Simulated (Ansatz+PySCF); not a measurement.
Values are calculated unless marked as measured or tabulated.
```xyz
2

C     0.0000    0.0000   -1.2892
O     0.0000    0.0000    0.9669
```

UHF-CCSD(T) on singlet CO was run in several spherical basis sets with Ansatz (development build ahead of 0.2.0). Frozen core: 2 orbitals. Caution: another spin multiplicity may lie lower. Caution for UHF-CCSD(T): a plain start can end on a higher determinant; another reference gives a lower total; bonds are stretched, where a single reference can fail; large amplitudes, a single reference is doubtful; the program doubts this total; the unrestricted determinant is a mixture of spin states.

Problem. Rank the basis sets by the total energy that they give, lowest first, with the distance from the lowest.
A. STO-3G
B. 6-31G
C. cc-pVDZ

Solution. C (0.00 eV), B (2.86 eV), A (44.97 eV).

Totals follow the description of the cores as much as that of the bonds, so this order isn't one of quality for chemistry.
